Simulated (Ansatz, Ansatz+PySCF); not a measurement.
```yaml
atoms:
  - { symbol: C, position_ang: [0.0000, -0.0478, -0.5411] }
  - { symbol: C, position_ang: [0.0000, -0.0417, 0.6651] }
  - { symbol: H, position_ang: [0.0000, 0.6323, 1.4082] }
  - { symbol: H, position_ang: [0.0000, -0.9062, -1.0727] }
  - { symbol: H, position_ang: [0.0000, 0.8110, -1.0798] }
```

UHF-MP2 on doublet C₂H₃ was run in several spherical basis sets with Ansatz (development build ahead of 0.2.0). Frozen core: 2 orbitals.

(1) Rank the basis sets by the total energy that they give, lowest first, with the distance from the lowest.
A. cc-pVTZ
B. 6-31G(d)
C. def2-SVP
D. def2-TZVP
E. cc-pVDZ

## Answers

(1) A (0.00 eV), D (0.22 eV), E (2.42 eV), B (2.97 eV), C (4.07 eV).

Totals follow the description of the cores as much as that of the bonds, so this order isn't one of quality for chemistry.
